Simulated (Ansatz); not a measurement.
## What a trial cell of Zr2Ge relaxes into

Level of theory: DFT PBE, scalar-relativistic, plane waves, PAW in Ansatz. Cutoff 420 eV, Γ-centred k mesh, Gaussian smearing, no spin polarisation in the final step.

The start puts Zr2Ge on the anatase structure type (I4_1/amd, No. 141), with Ge in place of Ti, Zr in place of O, at a guessed volume.

```
CELL_PARAMETERS angstrom
-2.18554 2.18554 5.49360
2.18554 -2.18554 5.49360
2.18554 2.18554 -5.49360
ATOMIC_POSITIONS crystal
Zr 0.20660 0.20660 0.00000
Zr 0.95660 0.45660 0.50000
Zr 0.54340 0.04340 0.50000
Zr 0.79340 0.79340 0.00000
Ge 0.00000 0.00000 0.00000
Ge 0.75000 0.25000 0.50000
```

Steps on the 6×6×6 mesh (6 atoms). 12 of 18 steps are shown, and the free energy counts from the last. Trial steps that were taken back and renewals of the plane-wave basis can be among the rows.

| step | ΔF (meV/atom) | V (Å³/atom) | P (GPa) | largest force component (eV/Å) |
| --- | --- | --- | --- | --- |
| 1 | 2584.7 | 17.49 | 92.40 | 5.045 |
| 3 | 667.1 | 21.99 | 24.57 | 1.692 |
| 4 | 292.8 | 23.51 | 8.24 | 0.949 |
| 6 | 106.4 | 22.95 | 1.03 | 0.072 |
| 7 | 104.7 | 23.14 | -0.56 | 0.212 |
| 9 | 102.2 | 22.92 | 0.00 | 0.012 |
| 10 | 76.2 | 22.92 | 1.64 | 0.011 |
| 12 | 59.4 | 22.62 | -0.29 | 0.357 |
| 13 | 24.8 | 21.90 | 0.57 | 0.760 |
| 15 | 4.7 | 22.09 | -1.78 | 0.034 |
| 16 | 1.5 | 21.55 | 0.44 | 0.049 |
| 18 | 0.0 | 21.64 | 0.00 | 0.011 |

A final relaxation ran on a 10×10×10 mesh. The relaxed crystal, I4_1/amd (No. 141):

Space group I4_1/amd:1 (No. 141). a = 5.446 Å, b = 5.446 Å, c = 8.768 Å, α = 90.00°, β = 90.00°, γ = 90.00°
| atom | site | symmetry | x | y | z |
| --- | --- | --- | --- | --- | --- |
| Zr | 8e | 2mm. | 0.0000 | 0.0000 | 0.3072 |
| Ge | 4a | -4m2 | 0.0000 | 0.0000 | 0.0000 |

- Volume per atom: 21.67 Å³
- Density: 6.51 g/cm³
- Energy over the elements: -0.23 eV/atom
- Gap on the 10×10×10 mesh: 0 eV (a metal)

The zero of energy is the elements' standard structures at the same level; no fitted shifts are applied.

The final run used a 10×10×10 mesh on its 6-atom cell and 0.10 eV smearing. For metals, differences of a few meV/atom aren't resolved.

Symmetry constrained the relaxation, so the result can be a saddle point.

Cost: 3 runs of about 6.5 core-minutes in all, on Arm Neoverse V2 (shared hosts).